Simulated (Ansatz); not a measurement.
# Structure relaxation of Ag2Pb

Level of theory: DFT PBE, scalar-relativistic, plane waves, PAW in Ansatz. Cutoff 420 eV, Γ-centred k mesh, Gaussian smearing, no spin polarisation in the final step.

The start puts Ag2Pb on the Cu2Sb structure type (P4/nmm, No. 129), with Pb in place of Sb, Ag in place of Cu, at a guessed volume.

```yaml
crystal:
  lattice:
    - [4.39364, 0.00000, 0.00000]
    - [0.00000, 4.39364, 0.00000]
    - [0.00000, 0.00000, 6.70383]
  atoms:
    - { symbol: Ag, position: [0.00000, 0.00000, 0.00000] }
    - { symbol: Ag, position: [0.50000, 0.50000, 0.00000] }
    - { symbol: Ag, position: [0.00000, 0.50000, 0.27000] }
    - { symbol: Ag, position: [0.50000, 0.00000, 0.73000] }
    - { symbol: Pb, position: [0.00000, 0.50000, 0.70000] }
    - { symbol: Pb, position: [0.50000, 0.00000, 0.30000] }
```

Cell and atoms relax at zero pressure; the relaxation can't lower the symmetry of the start. After a coarse first stage the cell is made exact in the group found at 0.06 Å.

The zero of energy is the elements' standard structures at the same level; no fitted shifts are applied.

(1) What does it relax into?

(2) What are its volume, energy, density and gap?

Answers

(1) It keeps P4/nmm (No. 129). The result has the Cu2Sb structure. Conventional cell: a = 4.268 Å, c = 7.484 Å. Around Ag on Wyckoff site a (2 atoms of the primitive cell) lie 8 Ag at 2.89–3.02 Å and 4 Pb at 3.28 Å; Ag on Wyckoff site c (2 atoms of the primitive cell) is coordinated by 4 Ag at 2.89 Å and 5 Pb at 3.05–3.07 Å; Pb has 5 Ag at 3.05–3.07 Å and 4 Ag at 3.28 Å.

```cif
data_structure
_symmetry_space_group_name_H-M 'P4/nmm:1'
_symmetry_Int_Tables_number 129
_cell_length_a 4.2676
_cell_length_b 4.2676
_cell_length_c 7.4841
_cell_angle_alpha 90.000
_cell_angle_beta 90.000
_cell_angle_gamma 90.000
_cell_volume 136.30
loop_
_atom_site_label
_atom_site_type_symbol
_atom_site_symmetry_multiplicity
_atom_site_Wyckoff_symbol
_atom_site_fract_x
_atom_site_fract_y
_atom_site_fract_z
_atom_site_occupancy
Ag1 Ag 2 a 0.00000 0.00000 0.00000 1
Ag2 Ag 2 c 0.00000 0.50000 0.25972 1
Pb1 Pb 2 c 0.00000 0.50000 0.66751 1
```

(2) The volume per atom is 22.72 Å³. The density is 10.31 g/cm³, the energy over the elements is 0.06 eV/atom and the gap on the 10×10×6 mesh is 0 eV (a metal).

The final run used a 10×10×6 mesh on its 6-atom cell and 0.10 eV smearing. The k mesh leaves about 4 meV/atom of noise in metals. Spin–orbit coupling is left out. A structure relaxed within its symmetry needn't be a true minimum. The steps took roughly 2.1 core-minutes in all.